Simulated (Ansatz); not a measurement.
## Atomization energy of C2H3O, doublet, from cheap to dear

Geometry (MP2(full)/6-31G*, from the G2/97 set):

```xyz
6

C    -1.0631   -0.7108    0.0000
C    -0.0848    0.4433    0.0000
H    -0.5404   -1.6708    0.0000
H    -1.7024   -0.6262    0.8811
H    -1.7024   -0.6262   -0.8811
O     1.1103    0.3850    0.0000
```

Measured, as an electronic atomization energy: 2432.4 kJ/mol (G2/97 heats of formation of molecule and atoms, with zero-point and thermal terms from B3LYP taken off; Curtiss et al., J. Chem. Phys. 106, 1063 (1997), Staroverov et al., J. Chem. Phys. 119, 12129 (2003)). The measured value holds scalar relativity and spin–orbit coupling, which all computed ones lack, and core correlation, which the wave-function levels lack. Atoms are taken at the same level, with ROHF references for molecule and atoms in the R rows. The atoms' steps beyond CCSDT(Q) are taken from restricted open-shell runs, which share full CI's core. Ansatz 0.2.0; the 6-31G* set has Cartesian d functions; a miss is computed less measured; times are wall times on shared hosts and scatter by a factor of two or so.

| level | basis | miss (kJ/mol) | time of the run | hardware |
| --- | --- | --- | --- | --- |
| UHF | 6-31G | -880.0 | 0.38 s | 1 CPU thread |
| CISD | STO-3G | -155.8 | 0.39 s | 1 CPU thread |
| UHF | cc-pVDZ | -735.2 | 0.52 s | 1 CPU thread |
| PBE | STO-3G | 401.6 | 0.58 s | 1 CPU thread |
| RCCSD(T) | STO-3G | -105.3 | 0.62 s | 1 CPU thread |
| PBE0 | STO-3G | 287.7 | 0.64 s | 1 CPU thread |
| PBE | 6-31G* | 96.4 | 0.94 s | 1 CPU thread |
| RPA-PBE | 6-31G | -514.1 | 0.94 s | 1 CPU thread |
| PBE | cc-pVDZ | 66.1 | 1 s | 1 CPU thread |
| PBE0 | 6-31G | -104.6 | 1.1 s | 1 CPU thread |
| B3LYP | 6-31G* | -2.0 | 1.3 s | 1 CPU thread |
| PBE0 | 6-31G* | 14.5 | 1.3 s | 1 CPU thread |
| CAM-B3LYP | 6-31G* | 10.3 | 1.5 s | 1 CPU thread |
| RCCSD(T) | 6-31G | -386.3 | 1.6 s | 1 CPU thread |
| CAM-B3LYP | cc-pVDZ | -21.9 | 1.6 s | 1 CPU thread |
| r2SCANh | 6-31G* | -9.8 | 2.3 s | 1 CPU thread |
| UHF | cc-pVTZ | -700.6 | 2.6 s | 1 CPU thread |
| UCCSD(T) | 6-31G* | -199.6 | 3 s | 1 CPU thread |
| CISD | 6-31G | -485.5 | 3.1 s | 1 CPU thread |
| CAM-B3LYP | cc-pVTZ | 12.4 | 3.8 s | H100 + 2 CPU threads |
| wB97M-V | 6-31G | -101.1 | 4.4 s | 1 CPU thread |
| wB97M-V | 6-31G* | 21.5 | 4.6 s | 1 CPU thread |
| BLYP | cc-pVTZ | 20.7 | 6.5 s | H100 + 2 CPU threads |
| UCCSDT(Q) | STO-3G | -101.3 | 6.5 s | 1 CPU thread |
| r2SCANh | cc-pVTZ | -1.7 | 7 s | H100 + 2 CPU threads |
| PBE0 | cc-pVTZ | 16.3 | 7.5 s (with forces) | H100 + 2 CPU threads |
| r2SCAN | cc-pVTZ | 23.2 | 8 s (with forces) | H100 + 2 CPU threads |
| PBE | cc-pVQZ | 97.4 | 8 s | H100 + 2 CPU threads |
| PBE | cc-pVTZ | 93.4 | 8 s | H100 + 2 CPU threads |
| B2PLYP | cc-pVQZ | 4.5 | 8.5 s | H100 + 2 CPU threads |
| B3LYP | cc-pVTZ | 1.1 | 9 s | H100 + 2 CPU threads |
| RPA-PBE | cc-pVTZ | -173.8 | 11 s | H100 + 2 CPU threads |
| SPW92 | cc-pVTZ | 397.4 | 11 s | H100 + 2 CPU threads |
| full CI | STO-3G | -101.3 | 11 s | H100 + 2 CPU threads |
| BCCD(T) | cc-pVQZ | -29.2 | 18 s | H100 + 2 CPU threads |
| RCCSDT(Q) | cc-pVDZ | -179.4 | 22 s | H100 + 2 CPU threads |
| RCCSDT(Q) | 6-31G | -382.8 | 23 s | 1 CPU thread |
| RCCSD(T) | cc-pVQZ | -29.4 | 26 s | H100 + 2 CPU threads |
| RCCSDTQ | STO-3G | -101.5 | 2.7 min | 1 CPU thread |
| UCCSDTQ | STO-3G | -101.5 | 2.8 min | 1 CPU thread |

HF's time is that of a plain UHF run.

The smallest set from which on each level stays within 1 kcal/mol of its own cc-pVQZ value: RHF none (cc-pVTZ is 1.6 kcal/mol off); UHF none (cc-pVTZ is 1.2 kcal/mol off); PBE cc-pVTZ; r2SCAN cc-pVTZ; B3LYP none (cc-pVTZ is 1.2 kcal/mol off); wB97M-V cc-pVTZ; B2PLYP none (cc-pVTZ is 3.5 kcal/mol off); RMP2 none (cc-pVTZ is 9.1 kcal/mol off); UMP2 none (cc-pVTZ is 9.3 kcal/mol off); RCCSD(T) none (cc-pVTZ is 8.8 kcal/mol off); UCCSD(T) none (cc-pVTZ is 8.8 kcal/mol off).
